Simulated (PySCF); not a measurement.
Geometry:
```tsv
atom	x (Å)	y (Å)	z (Å)
Si1	-1.145	0.117	-0.021
Si2	1.148	-0.113	0.014
H3	-1.785	-0.786	-0.981
H4	-1.569	1.472	-0.384
H5	-1.757	-0.166	1.280
H6	1.566	-1.472	0.374
H7	1.790	0.785	0.980
H8	1.762	0.173	-1.286
```

Geometry: GFN2-xTB; GIAO absolute shieldings from PySCF 2.14, gas phase, non-relativistic, averaged over equivalent atoms.

At PBE0/pcSseg-1 (78 basis functions, 3 s wall time on 1 thread of an x86-64 server CPU, shared host):
```
            atoms  σ (ppm)
          Si1/Si2    469.3
H3/H4/H5/H6/H7/H8    28.27
```

Task: What do these become at BHandHLYP/pcSseg-1?

Result: 
| atoms | σ at BHandHLYP/pcSseg-1 | change |
| --- | --- | --- |
| Si1/Si2 | 469.1 | -0.2 |
| H3/H4/H5/H6/H7/H8 | 28.58 | +0.31 |

The largest change is at H3/H4/H5/H6/H7/H8 (hydrogen on a silicon bonded to Si). Cost: 78 basis functions, 2.7 s wall time on 1 thread of an Arm Neoverse V1, shared host.
